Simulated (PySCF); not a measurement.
**Potential energy of C₂ along the bond**

Set-up: basis C def2-TZVPP; no relativity; PySCF 2.14. Energies in eV from C + C in their ground configurations at the same level. State: ³Πu (triplet), unpaired electrons σ ↑, π ↑.

All columns are PBE0.

```csv
R (Å),E (eV),HOMO (eV),LUMO (eV),Mayer bond order,⟨S²⟩
1.121,-4.768,-9.22,-6.46,2.85,2.00
1.174,-5.608,-9.48,-6.21,2.80,2.00
1.226,-6.080,-9.35,-5.99,2.74,2.00
1.265,-6.249,-9.15,-5.83,2.69,2.00
1.304,-6.296,-8.96,-5.69,2.64,2.00
1.343,-6.244,-8.78,-5.56,2.59,2.00
1.395,-6.059,-8.56,-5.39,2.53,2.01
1.460,-5.696,-8.31,-5.29,2.47,2.01
1.539,-5.140,-8.04,-5.23,2.41,2.01
1.643,-4.303,-7.72,-5.15,2.33,2.01
```

The state was picked by a PBE0 search and need not be the measured ground state.
